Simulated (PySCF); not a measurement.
B3LYP has the VWN-RPA correlation part, as in Gaussian. 

## HO, SMILES `[OH]` (charge 0, multiplicity 2)

The numbers are results of B3LYP-D3(BJ)/def2-TZVP // PBE-D3(BJ)/def2-SVP in PySCF 2.14.0, not measurements.

The highest occupied spin orbital is -8.82 eV and the dipole moment is 1.78 D. The total energy is -75.7683 Ha and the cost comes out as very roughly 9 core-seconds.

```xyz
2

O      0.4948     0.0000     0.0000
H     -0.4948     0.0000     0.0000
```
Charge 0, spin multiplicity 2.
